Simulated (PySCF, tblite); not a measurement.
**CH10O4, a solvent cluster: NMR shifts, interaction energy, spin-spin couplings and core binding energies**

What NMR shifts, interaction energy, spin-spin couplings and core binding energies should one expect for `CO` with 3 × `O`?

Programs: tblite 0.8.0 and PySCF 2.14.0. All values are calculated, for the isolated system unless a continuum is named. Atoms count from 0, parts from 1.

## 1. The system as given

15 atoms, charge 0, multiplicity 1; geometry: rigid parts in contact. Parts: 1 = atoms 0–5, `CO`, charge 0; 2 = atoms 6–8, `O`, charge 0; 3 = atoms 9–11, `O`, charge 0; 4 = atoms 12–14, `O`, charge 0.

## 2. Search for minima with GFN2-xTB

The job: settings as JSON, then the geometry in Å.

```
{"job": {"kind": "dock", "xc": "GFN2-xTB", "basis": "xTB"}, "charge": 0, "multiplicity": 1, "parts": [{"atoms": "0-5", "charge": 0, "multiplicity": 1}, {"atoms": "6-8", "charge": 0, "multiplicity": 1}, {"atoms": "9-11", "charge": 0, "multiplicity": 1}, {"atoms": "12-14", "charge": 0, "multiplicity": 1}]}
C     -0.399187     0.066060     0.086121
O      0.952093    -0.188423     0.410903
H     -0.563701     1.125805    -0.157885
H     -0.733790    -0.548405    -0.755804
H     -0.993352    -0.196759     0.961419
H      1.470391    -0.048502    -0.390761
O      2.315856    -1.374308    -1.884849
H      3.034554    -1.172956    -2.486724
H      2.667266    -1.839193    -1.120741
O     -0.392167    -2.468653    -2.320072
H      0.412947    -1.942809    -2.238835
H     -0.130137    -3.395445    -2.241992
O      1.174958    -4.913567    -2.362397
H      1.598538    -4.694513    -1.528797
H      1.737541    -4.627068    -3.086433
```

Method: GFN2-xTB search for minima from random contacts, gas phase.

Started as:

```console
$ OMP_NUM_THREADS=1 python cluster_run.py task.json out
```

One launch serves the whole session: the jobs run in the order shown.

**Question.** The jobs that follow are: PBE0-D3(BJ)/def2-SVPD geometry optimisation, gas phase; GIAO PBE0/pcSseg-1 NMR shielding, non-relativistic, gas phase; wB97M-D3(BJ)/def2-SVPD interaction energy, counterpoise and uncorrected, gas phase; PBE0-D3(BJ)/def2-SVPD interaction energy, counterpoise and uncorrected, gas phase; B3LYP/pcJ-1 indirect spin-spin coupling, non-relativistic, gas phase; delta-SCF UKS SCAN, pcX-2 on the ionised atom, pcseg-1 elsewhere, spin-free X2C. Predict: binding energy (GFN2-xTB); point group; rotational constants (main isotopes); shieldings of C, H (PBE0/pcSseg-1); largest proton shift on binding; interaction energy, counterpoise (wB97M-D3(BJ)/def2-SVPD); superposition error; binding energy (with deformation); largest coupling of the table (B3LYP/pcJ-1); O1s binding energies, SCAN/pcX-2 (standing for 3 of 4 atoms).

As calculated:

| quantity | value |
| --- | --- |
| binding energy (GFN2-xTB) | -26.30 kcal/mol |
| point group | C1 |
| rotational constants (main isotopes) | 3.42, 2.05, 1.38 GHz |
| shieldings of C, H (PBE0/pcSseg-1) | C0 134.4, H8 24.4, H13 24.4, H11 24.4, H5 25.1, H2 27.8, H3 27.9, H4 28.0 ppm and more |
| largest proton shift on binding | H5, +6.95 ppm |
| interaction energy, counterpoise (wB97M-D3(BJ)/def2-SVPD) | -30.56 kcal/mol |
| superposition error | 2.39 kcal/mol |
| binding energy (with deformation) | -28.89 kcal/mol |
| largest coupling of the table (B3LYP/pcJ-1) | 1J(O,H) O1–H5, -83.6 Hz |
| O1s binding energies, SCAN/pcX-2 (standing for 3 of 4 atoms) | O12 538.92, O6 538.81, O1 538.33 eV |
| range of the interaction energy over the runs of this table | -33.02 to -30.56 kcal/mol |

**Reading.** At its xTB geometry the search ends with the contact H11···O12 (hydrogen bond, 1.72 Å); 6 starts can't prove it the lowest minimum. Further contacts there: H13···O6 (hydrogen bond, 1.72 Å), H5···O9 (hydrogen bond, 1.73 Å). A later relaxation moves these distances. Relaxing lowered the energy by 0.099 eV in 5 steps; the close pair that moved most is C0–H3, from 1.063 to 1.103 Å. No frequency check was run at this level, so the end point may be a saddle. At PBE0/pcSseg-1: The largest span, 110 ppm, is at O1, where the paramagnetic term is -62 ppm. On binding (GIAO PBE0/pcSseg-1 NMR shielding, non-relativistic, gas phase), H5 moves most among the protons, 6.95 ppm downfield. Of the attraction, electrostatic 61 %, orbital 35 %, dispersion 4 %; Pauli repulsion takes back 66.38 kcal/mol. Pairs sum to -22.05 kcal/mol; the many-body rest, -8.51, is cooperative. Of the pairs tabulated at B3LYP/pcJ-1, O1–H5 couples most strongly (-83.6 Hz; Fermi contact -76.5 Hz). O12 (oxygen bonded to 2 H) binds its O1s electron 0.58 eV more tightly than O1 (oxygen bonded to C, H). Only 3 of the 4 O atoms are covered by sound results. Binding moves the O1s level of O6 by -0.95 eV. The interaction energy runs from -33.02 (PBE0-D3(BJ)/def2-SVPD) to -30.56 kcal/mol (wB97M-D3(BJ)/def2-SVPD).
